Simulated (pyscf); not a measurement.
Structures and frequencies: ωB97X-D3(BJ)/def2-SVP in PySCF.

Question: What are the homolytic bond dissociation enthalpies (298 K) of H₃C–SiH(CH₃)–CH₃ at ωB97M-D3(BJ)/def2-TZVP, weakest first?

Answer: C–Si to CH₃• + H₃C–SiH•–CH₃: 4.02 eV; H–Si to H₃C–Si•(CH₃)–CH₃ + H•: 4.13 eV; C–H to •H₂C–SiH(CH₃)–CH₃ + H•: 4.38 eV. Ring and multiple bonds, and those that leave no two simple radicals, are not listed. •H₂C–SiH(CH₃)–CH₃ lies 0.37 eV over its isomer H₃C–Si•(CH₃)–CH₃, and others may lie lower still (electronic energy, ωB97M-D3(BJ)). Other isomers of H₃C–SiH•–CH₃, H₃C–Si•(CH₃)–CH₃ were not searched in full and may lie lower.
